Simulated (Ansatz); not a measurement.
**Structure relaxation of LiOs**

Theory: Ansatz 0.2.0, DFT r2SCAN, scalar-relativistic, plane waves, PAW.

The start puts LiOs on the rock salt structure type (Fm-3m, No. 225), with Li in place of Na, Os in place of Cl, at a guessed volume.

The final relaxation ran on this input, with the default PAW datasets:

```yaml
crystal:
  lattice:
    - [0.0, 2.2803269098, 2.2803269098]
    - [2.2803269098, 0.0, 2.2803269098]
    - [2.2803269098, 2.2803269098, 0.0]
  atoms:
    - { symbol: Li, position: [0.0, 0.0, 0.0] }
    - { symbol: Os, position: [0.5, 0.5, 0.5] }
basis:
  ecutwfc: 500
kpoints:
  mp_grid: { grid: [20, 20, 20] }
hamiltonian:
  xc: r2scan
scf:
  occupations: { method: gaussian, width: 0.1 }
output:
  forces: true
  stress: true
  eigenvalues: true
relax:
  adjacent_minimum: "off"
  f_tol: 0.01
  max_steps: 80
  cell: { stress_tol: 0.05 }
```

Launched as:

```bash
ansatz run input.yaml --threads 1 --pin off --max-ram 2560MiB --backend cpu --events-out ev --progress --plain --runs-dir out
```

It took 31 s on 1 thread of Arm Neoverse V2 (shared host), peak memory 0.45 GiB.

End of the output:

```
SCF converged after 4 iterations
Free energy (F): -11599.841748 eV
Harris-Foulkes:  -11599.841748 eV  (|F-HF|=1.46e-11)
Internal energy: -11599.837132 eV  (E = F + TS)
E sigma→0 (E₀):  -11599.839440 eV
Entropy (-TS):   -0.004616 eV (-2.308 meV/atom)
Fermi energy:    16.026781 eV
--- Per-component energies (eV) ---
  E_band       = -265.451287
  E_kinetic    = 589.846442
  E_local      = -1209.116981  (includes V_loc(G=0)·N_el)
  E_nonlocal   = -33.946798
  E_hartree    = 464.722294
  E_xc         = -262.679605
  E_vxc        = -328.138814  (∫ρ·V_xc dr)
  E_paw        = -9061.180659  (= ΣΔE_a)
  E_vpaw       = -232.952276  (= ΣTr[D̂ρ^β])
  E_aug_tail   = -0.000217  (compensation charges beyond the density's cutoff)
  E_vtau       = 19.412789  (kinetic-family band-sum trace: ∫τ·v_τ [+ j·A + Jᵃ·Aᵃ] dr)
  E_ewald      = -2087.096595
  E_core_change = -0.385013  (= ΣΔE_core)
  E_smearing   = -0.004616  (= −TS)
  E_closure    = 0.000000  (closes the sum)
  Σ components = -11599.841748   (vs F -11599.841748, Δ=0.00e0)
--- Forces (eV/Å), atoms counted from 1 ---
  atom   1  Li     0.00000000     0.00000000     0.00000000
  atom   2  Os     0.00000000     0.00000000     0.00000000
  max |Σ_I F_I| component: 4.37e-29 eV/Å
--- Stress (GPa, compression-positive) ---
       -0.000418       0.000000       0.000000
        0.000000      -0.000418       0.000000
        0.000000       0.000000      -0.000418
  P = ⅓ Tr σ = -0.0004 GPa (-0.004 kbar)
--- Relaxed structure (3 steps of the walk, 3 accepted, 1 SCFs on fresh bases) ---
  F+E_penalty+E_count = -11599.84174795 eV   max|allowed force component| = 2.230e-29 eV/Å   (the final SCF, on the basis selected at the relaxed cell)
  cell:  # Å, volume = 23.5835 Å³
    - [0.0, 2.276106, 2.276106]
    - [2.276106, 0.000000, 2.276106]
    - [2.276106, 2.276106, 0.000000]
  atoms:
    - { symbol: Li, position: [0.000000, 0.000000, 0.000000] }
    - { symbol: Os, position: [0.5, 0.5, 0.5] }
```

Total energies depend on the potentials used, so only differences within one code and one set of settings carry meaning.

The result has space group Fm-3m (No. 225). Around Li lie 6 Os at 2.28 Å; Os is coordinated by 6 Li at 2.28 Å.

Against the elements it lies at 1.46 eV/atom. The zero of energy is the elements' standard structures at the same level; no fitted shifts are applied.

For metals, differences of a few meV/atom aren't resolved. Spin–orbit coupling is left out.

Symmetry constrained the relaxation, so the result can be a saddle point.